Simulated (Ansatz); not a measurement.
# Worked example: correlation energy of BS, doublet

Geometry: a point of a stretch scan, not a stationary point.

```
atom   x (Å)   y (Å)   z (Å)
   B  0.0000  0.0000  0.0000
   S  0.0000  0.0000  2.9090
```

Basis cc-pVDZ; Ansatz 0.2.0. Only valence electrons are correlated (noble-gas cores frozen), which leaves 9 electrons in 26 orbitals. R marks a restricted (for open shells ROHF) determinant.

Full CI is exact within this basis and frozen core; it isn't the basis-set limit.

Runs differ by some tens of microhartree through their thresholds and, for an open shell, their frozen cores, so steps under 0.03 kcal/mol mean nothing.

| level | total energy (hartree) |
| --- | --- |
| RHF | -422.005155 |
| RMP2 | -422.170544 |
| RCCSD | -422.214664 |
| RCCSD(T) | -422.225233 |
| RCCSDT | -422.228199 |
| RCCSDT(Q) | -422.230340 |
| RCCSDTQ | -422.230006 |
| full CI | -422.230034 |

What is the correlation energy at full CI, and what share of it do RMP2 and RCCSD(T) recover?

E(corr) = -422.230034 − (-422.005155) = -0.224879 hartree = -6.119 eV. RMP2: -0.165389 / -0.224879 = 73.55 %. RCCSD(T): -0.220078 / -0.224879 = 97.87 %.

By how many kcal/mol does RCCSD(T) miss full CI (1 hartree = 627.509 kcal/mol), and which steps make up the rest?

-422.225233 − (-422.230034) = 0.004801 hartree = 3.01 kcal/mol. Steps: RCCSDT − RCCSD(T) = -1.86, RCCSDT(Q) − RCCSDT = -1.34, RCCSDTQ − RCCSDT(Q) = 0.21, full CI − RCCSDTQ = -0.02 kcal/mol. With more than one leading determinant such errors change with state and geometry, and needn't cancel in differences.
